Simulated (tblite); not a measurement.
Species: C₃N₂ (triplet state).
Geometry (GFN2-xTB, Å), atoms numbered from 1 in this order:
```xyz
5
C3N2 angstrom
N      2.482   -0.017   -0.225
C      1.308   -0.009   -0.229
C      0.002   -0.001   -0.233
C     -1.305    0.010   -0.234
N     -2.479    0.020   -0.234
```

All values are computed: GFN2-xTB (tblite) harmonic vibrations without scaling, gas phase. Against measured fundamentals such values can be off by several per cent, at times by over 20. Open shells enter through the occupations alone, without spin polarisation, and single modes of such species can be off by tens of per cent. A triplet here need not be the ground state.

**Question.** How many normal modes are there?

**Answer.** 5 atoms, linear: 3N − 5 = 10.

**Question.** What is the point group of the computed structure, and how do the modes divide by symmetry?

**Answer.** D∞h. The vibrations span 2 σg+ + 2 σu+ + 1 πg + 2 πu.

**Question.** How many distinct wavenumbers does the calculation give?

**Answer.** 7, with degenerate components joined.

**Question.** How many fundamentals are allowed in the infrared by symmetry?

**Answer.** 4 of 7, those that transform like x, y or z. With a centre of inversion no fundamental is allowed in both infrared and Raman spectra.

**Question.** Zero-point energy?

**Answer.** Half the sum of the wavenumbers, 4149 cm⁻¹, or 0.514 eV from 10 modes, 0.354 eV of it from above 1550 cm⁻¹.

**Question.** What thermal excitation has the softest real mode at 200 K?

**Answer.** 108.8 cm⁻¹ is a vibrational temperature θ of 157 K. The population of v = 1 over v = 0 is exp(−θ/T) = 0.46, and the mean quantum number is 0.84, for each component of the degenerate mode taken as one oscillator.

On one thread, Arm Neoverse V2 (aarch64), shared host with 96 logical CPUs at a one-minute load of 68, this took under 0.1 s of wall time. The figure is for the frequency step alone.
